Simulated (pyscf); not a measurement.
`[OH][W]([SH])([Cl])([Cl])([Cl])[Cl]` → `[SH2]` + `[O]=[W]([Cl])([Cl])([Cl])[Cl]`, an elimination (singlet surface; S–W, H–O broken, H–S formed). Optimised with ωB97X-D3(BJ)/def2-SVP in PySCF. Energies in kcal/mol from the reactant's lowest minimum found.

Small-basis levels: PySCF, no dispersion term, spherical d functions. AM1 to PM7: differences of heats of formation from MOPAC, which are fitted to 298 K values and so differ in kind from electronic energies by zero-point and thermal terms. GFN2-xTB: tblite. Cost: rough CPU time at the saddle relative to B3LYP/6-31G*+LANL2DZ, from one job on a shared machine.

```json
[
 {"level": "MP2/6-31G*+LANL2DZ", "barrier": "10.8", "reaction energy": "-22.7", "cost": "0.2"},
 {"level": "SVWN5/6-31G*+LANL2DZ", "barrier": "9.8", "reaction energy": "+5.2", "cost": "1"},
 {"level": "B3LYP/LANL2DZ", "barrier": "24.8", "reaction energy": "-3.0", "cost": "0.5"},
 {"level": "B3LYP/6-31G*+LANL2DZ", "barrier": "14.9", "reaction energy": "-16.5", "cost": "1"},
 {"level": "GFN2-xTB", "barrier": "21.1", "reaction energy": "+33.0", "cost": "under 0.02"},
 {"level": "PM6", "barrier": "39.0", "reaction energy": "+4.1", "cost": "under 0.02"},
 {"level": "PM7", "barrier": "29.1", "reaction energy": "+7.9", "cost": "under 0.02"},
 {"level": "ωB97M-D3(BJ)/def2-TZVP", "barrier": "15.4", "reaction energy": "-14.7", "cost": "–"}
]
```

Against the last row the barrier runs from -5.7 (SVWN5/6-31G*+LANL2DZ) to +23.6 kcal/mol (PM6). At GFN2-xTB this geometry lies under one side, so the entry may be no barrier of that level: it is a single point on another level's saddle. ωB97M-D3(BJ)/def2-TZVP has limits of its own. On the product side the descent ends in an adduct with a S–W contact, 5.8 kcal/mol under the separated species and 29.6 kcal/mol under the saddle at ωB97X-D3(BJ)/def2-TZVP. What is counted as broken (S–W) persists as a longer contact in the product adduct; parting that adduct is a step of its own. One saddle was located; it need not be the lowest between these sides. In the def2 sets elements past Kr carry core potentials, without spin-orbit coupling.
